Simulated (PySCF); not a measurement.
LiSi: energy against distance

Set-up: Li x2c-SVPall, Si x2c-SVPall; spin-free X2C with a Gaussian nucleus (PySCF 2.14). Energies in eV from Li + Si in their ground configurations at the same level. State: ⁴Σ⁻ (quartet), unpaired electrons σ ↑, π ↑↑.

All columns are PBE0. A positive dipole means Li(−)Si(+).

```csv
R (Å),E (eV),μ (D),Mulliken charge on Li (basis-dependent),HOMO (eV),LUMO (eV),Mayer bond order,⟨S²⟩
2.033,-1.448,-5.12,0.49,-4.86,-1.40,0.89,3.75
2.128,-1.632,-5.40,0.49,-4.75,-1.48,0.88,3.75
2.222,-1.735,-5.68,0.48,-4.65,-1.54,0.88,3.75
2.293,-1.772,-5.88,0.48,-4.58,-1.58,0.88,3.75
2.364,-1.782,-6.09,0.47,-4.51,-1.62,0.88,3.75
2.435,-1.771,-6.29,0.47,-4.45,-1.65,0.88,3.75
2.530,-1.732,-6.55,0.46,-4.36,-1.69,0.87,3.75
2.648,-1.654,-6.87,0.45,-4.27,-1.73,0.86,3.75
2.789,-1.535,-7.21,0.44,-4.17,-1.79,0.84,3.75
2.979,-1.354,-7.59,0.43,-4.07,-1.92,0.80,3.75
```

A fit through these points gives, at Re = 2.360 Å, μ = -6.07 D and dμ/dR = -2.87 D/Å; the reduced mass is 5.609 u.

Q: How strong is the fundamental in the double-harmonic approximation, I = 42.26·(dμ/dR)²/μred km/mol?

A: I = 42.26·(-2.87)²/5.609 = 62.1 km/mol at PBE0.

The state was picked by a PBE0 search and need not be the measured ground state.
